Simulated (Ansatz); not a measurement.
The input, for Ansatz 0.2.0:

```yaml
crystal:
  periodic: [false, false, false]
  atoms:
    - {symbol: Si, position_ang: [0.000000, 0.000000, 0.563685]}
    - {symbol: Mg, position_ang: [0.000000, 0.000000, -3.703018]}
    - {symbol: H, position_ang: [0.000000, 0.000000, 3.139333]}
basis:
  gaussian: {orbitals: 6-31G}
magnetization: {spin_polarized: false, initial_magnetization: 3}
correlation: {method: fci, electrons: outside_noble_gas}
```

```sh
$ ansatz run in.yaml --threads 1 --pin off --events-out ev --progress --plain --max-ram 2393MiB
```

The program prints:

```
541 factors; integrals over basis functions are off by at most 8.1e-8 eV
mean field evaluation 1: about -13302.2734 eV, gradient 4.9e0 eV
mean field evaluation 2: about -13302.2743 eV, gradient 4.9e0 eV
mean field evaluation 4: about -13303.9936 eV, gradient 3.6e0 eV
mean field evaluation 8: about -13304.2751 eV, gradient 6.6e-1 eV
mean field evaluation 16: about -13296.6803 eV, gradient 2.3e1 eV
mean field evaluation 32: about -13301.6837 eV, gradient 4.5e-7 eV
mean field evaluation 64: about -13301.6984 eV, gradient 1.3e-1 eV
mean field evaluation 96: about -13303.5882 eV, gradient 1.9e0 eV
mean field -13304.28584524 eV, -488.9234868436 hartree, gradient 5.4e-6 eV, S^2 3.750000; 12 other end points of the search recorded, 0 dependent functions left out
mean field evaluation 128: about -13304.3059 eV, gradient 5.2e-2 eV
mean field evaluation 160: about -13303.6567 eV, gradient 1.1e-1 eV
determinant -13304.28584524 eV, -488.9234868436 hartree, with singles and doubles -13305.87952779 eV, -488.9820535971 hartree
determinant -13303.63508889 eV, -488.8995719890 hartree, with singles and doubles -13305.20098366 eV, -488.9571175605 hartree
determinant -13301.77813355 eV, -488.8313301388 hartree, with singles and doubles -13303.95680361 eV, -488.9113947869 hartree
determinant -13301.74154524 eV, -488.8299855432 hartree, with singles and doubles -13303.77790564 eV, -488.9048204077 hartree
determinant -13301.68369495 eV, -488.8278595844 hartree, with singles and doubles -13303.79394622 eV, -488.9054098880 hartree
10 core orbitals not correlated: weight in the atoms' cores, before any rotation towards them, 1.000 or more for the frozen orbitals, at most 0.000 for the correlated occupied ones
reference -13304.28584524 eV, -488.9234868436 hartree; 5, 2 occupied and 13, 16 virtual orbitals, 541 factors
state -13305.89438173 eV, -488.9825994695 hartree
Total energy: -13305.89438173 eV, -488.9825994695 hartree
```

Ran on 1 thread of Arm Neoverse V1, shared host: 9.5 s wall, 0.19 GiB peak host memory.
